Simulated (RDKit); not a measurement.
RDKit input (UFF):

```python
from rdkit import Chem
from rdkit.Chem import AllChem, rdDetermineBonds

mol = Chem.MolFromXYZFile('mol.xyz')
rdDetermineBonds.DetermineBonds(mol, charge=1)
print('SMILES', Chem.MolToSmiles(Chem.RemoveHs(mol)))
ff = AllChem.UFFGetMoleculeForceField(mol)
e0 = ff.CalcEnergy()
flag = ff.Minimize(maxIts=5000, forceTol=1e-5)
print(f'energy {e0:.4f} -> {ff.CalcEnergy():.4f} kcal/mol, converged: {flag == 0}')
print(Chem.MolToXYZBlock(mol))
```
mol.xyz:
```
9

C     -0.04887922     0.02816407     0.01029449
O      0.09072173     1.27310310    -0.27738523
O     -1.23147366    -0.37305957     0.26682771
H     -1.91131900     0.32935391     0.20573748
C      1.05439472    -0.94695257     0.03698835
H      1.93332978    -0.51883307     0.52200439
H      0.74223535    -1.85924173     0.53822897
H      1.32196362    -1.18489202    -0.99951600
H      1.00671254     1.54599575    -0.46569164
```

### Question
Which steric energies does it print, before and after the minimisation?

### Answer
15.34 and 2.02 kcal/mol. They count from the force field's own zero for this bonding and are no heats of formation.
